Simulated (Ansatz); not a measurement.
# Mg2+ (doublet): wave-function methods side by side at distance Mg1–Mg2 = 2.703 Å, cc-pVQZ

One table from this session's results is given with a row withheld; the runs are named, their logs left out.

Computed with Ansatz 0.2.0, Gaussian basis. Level: cc-pVQZ, core rule «outside noble gas», up to 10 orbitals frozen.

Plan: UHF; CCSD(T) on ROHF; CCSD(T) on UHF; CCSDT on ROHF; CCSDT on UHF.

37 further runs of the same task are left out: 32 that didn't finish, 5 set aside as unsound or not needed.

**What is computed**

The geometry derives from a PBE0/def2-TZVP stationary point (not a proven minimum). One bond is set to the value named and the two fragments are kept rigid.

2 atoms, charge 1, spin multiplicity 2.

Atoms are counted from 1 here; the program's logs count them from 0.

Bond lengths: Mg1–Mg2 2.703 Å.

The first run:

in.yaml reads:

```yaml
crystal:
  periodic: [false, false, false]
  atoms:
    - {symbol: Mg, position_ang: [0.000000, 0.000000, 0.000000]}
    - {symbol: Mg, position_ang: [0.000000, 0.000000, 2.703000]}
basis:
  gaussian: {orbitals: cc-pVQZ}
total_charge: 1
magnetization: {spin_polarized: true, initial_magnetization: 1}
hamiltonian: {xc: hf}
output: {orbitals: {seedname: orbitals}}
```

The run is started by

```sh
$ ansatz run in.yaml --threads 1 --pin off --events-out ev --progress --plain --max-ram 2393MiB
```

Among the steps run: UHF; CCSD(T) on ROHF; CCSD(T) on UHF; CCSDT on ROHF; CCSDT on UHF.

One table of the session follows, with a row left open; its other results are not shown here.

It belongs to the step «Misses and costs». 

| method | from RCCSD(T) (meV) |
| --- | --- |
| ROHF | +1370.9 |
| UHF | +1120.8 |
| RMP2 | +334.6 |
| UMP2 | ? |
| RCCSD | +34.2 |
| UCCSD | +23.3 |
| RCCSD(T) | 0 |
| UCCSD(T) | +0.3 |
| RCCSDT | -9.0 |
| UCCSDT | -9.9 |

Estimate the missing values for UMP2.

The run gave: from RCCSD(T) (meV): +394.7. In the column «from RCCSD(T) (meV)» it lies between RMP2 (+334.6) and UHF (+1120.8).

Caveats from the session: Restricted and unrestricted rows rest on different reference determinants; where their highest levels disagree by more than a few hundredths of an eV, they describe different states and don't form one ladder.
